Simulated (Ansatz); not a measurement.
H4N2, singlet: CASSCF and its corrections

Calculated in Ansatz's Gaussian-basis code. Basis cc-pVDZ, nonrelativistic, no frozen core. State-specific CASSCF; RHF is the lowest restricted (open-shell) Hartree–Fock solution met. Solutions may break the symmetry of the shape. The lowest solution met needn't be the lowest there is, nor hold the orbitals that a chemist would pick.

Geometry:

```xyz
6

N    -0.0777   -0.0942   -1.0743
N    -0.0777    0.0942    1.0743
H     0.8479   -0.3372   -1.4282
H    -0.3041    0.8253   -1.4421
H     0.8479    0.3372    1.4282
H    -0.3041   -0.8253    1.4421
```

**Question.** What do CASSCF and its corrections give against RHF in CAS(2,2), and what are the occupations?

**Answer.** CASSCF -2.225 eV, SC-NEVPT2 -10.747 eV; occupations 1.67, 0.33.
